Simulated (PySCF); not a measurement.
## Telling isomers of C3H2F2O apart by NMR

Theoretical values (PySCF 2.14): B3LYP/pcJ-1 coupling constants, shielding tensors at PBE0/pcSseg-1 (GIAO), structure optimised with GFN2-xTB. No relativistic terms, in vacuum, one computed conformer, averaged over atoms made equivalent by symmetry, fast rotation or ring inversion.

δ = σ(ref) − σ, references computed at the same level: ¹H and ¹³C vs TMS. Multiplet labels drop J under 1 Hz and among equivalent protons, and merge close values. Unscaled 3J(H,H) run several per cent high. One-bond C–F couplings are unscaled and too large by tens of Hz. Shifts are as computed. Against solution values, carbons near 30 ppm lie about +3 ppm off and those near 130 ppm about +5 ppm. Of 1211 compounds with measured shifts, 218 miss one by over three times the rms of a fit or turn the order of signals round; such compounds aren't used in these exercises.

(1) Tabulate the signals of `O=C/C(F)=C\F`, `FC1=C(F)OC1` and their relative energies.

(2) What is the quickest way to tell O=C/C(F)=C\F from FC1=C(F)OC1?

## Answers

(1) 
| SMILES | carbon types | δC | δH | E rel. (kcal/mol) |
| --- | --- | --- | --- | --- |
| O=C/C(F)=C\F | 1×C 2×CH | 188.3, 158.2, 157.5 | 9.88 (ddd, 1H), 7.53 (ddd, 1H) | 0.0 |
| FC1=C(F)OC1 | 2×C 1×CH2 | 145.9, 119.1, 68.1 | 4.72 (dd, 2H) | 23.7 |

Energies are electronic energies at PBE0/pcSseg-1 on these geometries, without zero-point or thermal terms, each for the one conformer computed, which needn't be the lowest.

(2) Both give the same number of carbon signals, but DEPT or the intensities differ. The first has an aldehyde carbonyl carbon (CH) at 188.3 ppm, the second an allylic sp3 CH2 bonded to O at 68.1 ppm. Their most deshielded carbons lie at 188.3 and 145.9 ppm. In the proton spectra the most deshielded non-exchanging signals are 9.88 (ddd, J = 3.4, 2.6, 1.1 Hz, 1H) and 4.72 (dd, J = 11.3, 5.0 Hz, 2H).
